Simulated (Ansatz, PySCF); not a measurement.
CH₂Cl₂, SMILES ClCCl. Atoms are numbered in the order given.

```xyz
5

Cl    -1.4688     0.0000     0.2050
C      0.0000     0.0000    -0.7690
Cl     1.4688     0.0000     0.2050
H      0.0000     0.8970    -1.3805
H      0.0000    -0.8970    -1.3805
```
Charge 0, spin multiplicity 1.

Geometry: PBE0-D3(BJ)/def2-TZVP.

Two levels are set side by side: PBE-D3(BJ)/def2-TZVP (Ansatz, a first-principles code) and PBE0-D3(BJ)/def2-TZVP (Ansatz). Each level has its own optimised geometry; the coordinates shown are those of the second. Frequencies come from the Hessian of PySCF at each geometry. Differences are taken from unrounded values.

```tsv
quantity	PBE0-D3(BJ)
mean bond length (Å)	1.424
bond Cl1–C2 (Å)	1.762
bond C2–Cl3 (Å)	1.762
bond C2–H4 (Å)	1.086
bond C2–H5 (Å)	1.086
highest harmonic wavenumber (cm⁻¹)	3205
mean harmonic wavenumber (cm⁻¹)	1439
zero-point energy (kcal/mol)	18.52
```

Question: What does PBE-D3(BJ) give, and how far is it from PBE0-D3(BJ)? (Estimate from the structure and the level; the computed values follow.)

Answer: 
```json
[
 {"quantity": "mean bond length (Å)", "PBE-D3(BJ)": "1.437", "PBE-D3(BJ) minus PBE0-D3(BJ)": "0.013"},
 {"quantity": "bond Cl1–C2 (Å)", "PBE-D3(BJ)": "1.780", "PBE-D3(BJ) minus PBE0-D3(BJ)": "0.018"},
 {"quantity": "bond C2–Cl3 (Å)", "PBE-D3(BJ)": "1.780", "PBE-D3(BJ) minus PBE0-D3(BJ)": "0.018"},
 {"quantity": "bond C2–H4 (Å)", "PBE-D3(BJ)": "1.093", "PBE-D3(BJ) minus PBE0-D3(BJ)": "0.007"},
 {"quantity": "bond C2–H5 (Å)", "PBE-D3(BJ)": "1.093", "PBE-D3(BJ) minus PBE0-D3(BJ)": "0.007"},
 {"quantity": "highest harmonic wavenumber (cm⁻¹)", "PBE-D3(BJ)": "3116", "PBE-D3(BJ) minus PBE0-D3(BJ)": "-89"},
 {"quantity": "mean harmonic wavenumber (cm⁻¹)", "PBE-D3(BJ)": "1386", "PBE-D3(BJ) minus PBE0-D3(BJ)": "-53"},
 {"quantity": "zero-point energy (kcal/mol)", "PBE-D3(BJ)": "17.83", "PBE-D3(BJ) minus PBE0-D3(BJ)": "-0.69"}
]
```

GGA bonds tend to be longer and softer than those of functionals with exact exchange. Differences between two approximate levels are no errors against the true value.
